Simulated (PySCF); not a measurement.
## One molecule, many functionals

3-methylenepent-1-yne, C6H8.
Numbering: `[CH:1]#[C:2][C:3](=[CH2:4])[CH2:5][CH3:6]` (hydrogens: H7 on C1; H8, H9 on C4; H10, H11 on C5; H12, H13, H14 on C6)

Linear-response calculations in the def2-SVPD basis (PySCF; singlets by full response, triplets Tamm–Dancoff, core orbitals frozen in the response; HF means time-dependent Hartree–Fock). 'Strongest' is the level of largest summed f among the singlets computed (10 roots, of which the last may lack a degenerate partner); it can jump between rows when another state enters that window. S1 is the lowest singlet of each run and needn't be the same state throughout; f(S1) is that of one state. One conformer (not necessarily the lowest) at the PBE0-D3(BJ)/def2-SVP geometry, without solvent, vibrations or thermal averaging.

```csv
functional,kind,S1 (eV),f(S1),strongest (eV),T1 (eV),HOMO (eV),gap (eV),"ionisation energy, ΔSCF (eV)"
LDA,LDA,5.03,0.000,5.41,3.60,-6.15,4.15,9.15
PBE,GGA,5.04,0.000,5.40,3.42,-5.96,4.19,8.89
B3LYP,"global hybrid, 20% exact exchange",5.31,0.000,5.53,3.44,-6.78,5.73,8.97
PBE0,"global hybrid, 25% exact exchange",5.41,0.000,5.63,3.38,-6.99,6.16,8.95
BHandHLYP,"global hybrid, 50% exact exchange",5.58,0.000,7.37,3.37,-7.88,8.10,8.84
CAM-B3LYP,range-separated hybrid,5.56,0.000,7.32,3.46,-8.25,8.52,9.05
wB97X-D,range-separated hybrid,5.58,0.000,5.70,3.55,-8.78,9.71,9.00
LC-wPBE,range-separated hybrid,5.78,0.000,5.89,3.39,-9.59,10.98,9.16
HF,Hartree–Fock,5.57,0.000,7.43,2.97,-9.20,11.83,not settled
```

S1 runs from 5.03 eV (LDA) to 5.78 eV (LC-wPBE), a spread of 0.75 eV, while the orbital gap spreads over 7.7 eV. −ε(HOMO) comes closest to its own ΔSCF ionisation energy with wB97X-D (-0.22 eV) and misses most with LDA (-3.00 eV). 'Not settled' means that the ion's SCF failed to converge or may have ended in another state than the lowest.
